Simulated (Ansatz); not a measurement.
Input file:

```yaml
crystal:
  periodic: [false, false, false]
  atoms:
    - {symbol: B, position_ang: [0.000000, -0.227300, 1.598902]}
    - {symbol: Ga, position_ang: [0.000000, 0.213655, -0.258038]}
    - {symbol: Cl, position_ang: [0.000000, -0.125595, -4.064952]}
    - {symbol: H, position_ang: [0.000000, 0.139241, 2.724089]}
basis:
  gaussian: {orbitals: cc-pVDZ}
magnetization: {spin_polarized: false, initial_magnetization: 2}
correlation: {method: ccsdt_q, electrons: outside_noble_gas}
```

```sh
$ ansatz run in.yaml --threads 1 --pin off --events-out ev --progress --plain --max-ram 2393MiB
```

The program prints:

```
1208 factors; integrals over basis functions are off by at most 1.4e-7 eV
mean field evaluation 1: about -65516.7224 eV, gradient 2.1e1 eV
mean field evaluation 2: about -65516.7372 eV, gradient 2.1e1 eV
mean field evaluation 4: about -65518.7903 eV, gradient 1.0e1 eV
mean field evaluation 8: about -65519.5894 eV, gradient 1.2e0 eV
mean field evaluation 16: about -65519.6325 eV, gradient 2.8e-1 eV
mean field evaluation 32: about -65516.7219 eV, gradient 2.1e1 eV
mean field evaluation 64: about -65519.6354 eV, gradient 1.5e-1 eV
mean field evaluation 96: about -65519.5266 eV, gradient 1.6e0 eV
mean field evaluation 128: about -65519.6257 eV, gradient 1.7e-1 eV
mean field evaluation 160: about -65519.4320 eV, gradient 1.2e0 eV
...
cycle  66  -7.73682347 eV  change   -4.4e-7 eV  update   7.0e-6
cycle  67  -7.73682391 eV  change   -4.4e-7 eV  update   1.3e-5
cycle  68  -7.73682422 eV  change   -3.1e-7 eV  update   2.3e-5
cycle  69  -7.73682421 eV  change    4.5e-9 eV  update   1.3e-5
cycle  70  -7.73682417 eV  change    3.6e-8 eV  update   6.3e-6
cycle  71  -7.73682398 eV  change    2.0e-7 eV  update   3.3e-6
cycle  72  -7.73682379 eV  change    1.9e-7 eV  update   5.3e-6
cycle  73  -7.73682359 eV  change    2.0e-7 eV  update   2.8e-6
cycle  74  -7.73682345 eV  change    1.4e-7 eV  update   1.4e-6
cycle  75  -7.73682328 eV  change    1.7e-7 eV  update   8.0e-7
perturbative correction -0.05313754 eV, -0.0019527684 hartree
Total energy: -65527.99698310 eV, -2408.1094726571 hartree
```

Ran on 1 thread of AMD EPYC 7R43, shared host: 5.5 min wall, 0.9 GiB peak host memory.
